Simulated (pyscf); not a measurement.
H₃C–Zn–CH₃ + methyl (CH₃•) -> ethane (H₃C–CH₃) + [H₃C–Zn]• (substitution at C; doublet surface; C–Zn broken, C–C formed). Structures and frequencies: ωB97X-D3(BJ)/def2-SVP in PySCF. Energies in kcal/mol from the separated reactants.

```tsv
level	barrier	reaction energy
ωB97X-D3(BJ)/def2-TZVP	___	___
PBE/def2-TZVP	20.0	-23.5
r²SCAN/def2-TZVP	___	-19.1
B3LYP-D3(BJ)/def2-TZVP	24.2	-23.6
PBE0-D3(BJ)/def2-TZVP	25.1	-23.5
M06-2X/def2-TZVP	25.3	-26.9
```

### Question
Fill in the missing entries.

### Answer

- ωB97X-D3(BJ)/def2-TZVP, barrier: 30.9
- ωB97X-D3(BJ)/def2-TZVP, reaction energy: -20.7
- r²SCAN/def2-TZVP, barrier: 26.0

The functionals in the table span 10.9 kcal/mol in this barrier, from PBE to ωB97X-D3(BJ). This is the saddle that the search found; another between the same sides may lie lower. The angle at the attacked C is 180°. Elements up to Kr have no core potential and no relativistic terms here.
